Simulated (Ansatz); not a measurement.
# What a trial cell of Na2Be relaxes into

The calculation used Ansatz, DFT PBE, scalar-relativistic, plane waves, PAW. Cutoff 420 eV, Γ-centred k mesh, Gaussian smearing, no spin polarisation in the final step.

Na2Be was placed on the sites of a reported TbCd2 cell (P6/mmm, No. 191), with Be in place of Tb, Na in place of Cd, at a guessed volume.

```yaml
crystal:
  lattice:
    - [4.20740, 0.00000, 0.00000]
    - [-2.10370, 3.64372, 0.00000]
    - [0.00000, 0.00000, 2.95934]
  atoms:
    - { symbol: Na, position: [0.33333, 0.66667, 0.50000] }
    - { symbol: Na, position: [0.66667, 0.33333, 0.50000] }
    - { symbol: Be, position: [0.00000, 0.00000, 0.00000] }
```

Cell and atoms relax at zero pressure; the relaxation can't lower the symmetry of the start. After a coarse first stage the cell is made exact in the group found at 0.06 Å.

Energies over the elements count from the elements' standard structures at the same level, with no empirical corrections.

(1) Which crystal results?

(2) What are its volume, energy, density and gap?

Results:

(1) It keeps P6/mmm (No. 191), but not the shape of the type it started on. Conventional cell: a = 5.209 Å, c = 2.723 Å. Around Na lie 2 Na at 2.72 Å, 3 Na at 3.01 Å and 6 Be at 3.30 Å; around Be lie 2 Be at 2.72 Å and 12 Na at 3.30 Å.

```
Na Be
1.0
     5.20930    0.00000    0.00000
    -2.60465    4.51139    0.00000
     0.00000    0.00000    2.72296
Na Be
2 1
Cartesian
  0.0000 3.0076 1.3615
  2.6046 1.5038 1.3615
  0.0000 0.0000 0.0000
```

(2) The volume per atom is 21.33 Å³. The density is 1.43 g/cm³ and the energy over the elements is 0.64 eV/atom. The gap on the 12×12×16 mesh is 0 eV (a metal).

The final run used a 12×12×16 mesh on its 3-atom cell and 0.10 eV smearing. The k mesh leaves about 4 meV/atom of noise in metals. Symmetry constrained the relaxation, so the result can be a saddle point.

Cost: 3 runs of about 1.2 core-minutes in all, on Arm Neoverse V1 (shared hosts).